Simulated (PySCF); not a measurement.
Results of LNO-CCSD(T) in PySCF (GTH pseudopotentials, Gaussian basis, DZ basis) for cubic BN.

The same calculation (at the measured cell, 5.910 Å³/atom) with different numerical settings; throughout: k mesh 2×2×2:

```
run  LNO threshold  total energy (eV/atom)   rough time
---  -------------  ----------------------  -----------
1            3e-05               -172.9289   5 core-min
2            1e-05               -172.9210  20 core-min
3            3e-06               -172.9187  80 core-min
```

In the column total energy (eV/atom) the first row differs from the last by -0.0102 and the next to last by -0.0023.

The last row is no converged limit: other settings stay fixed.
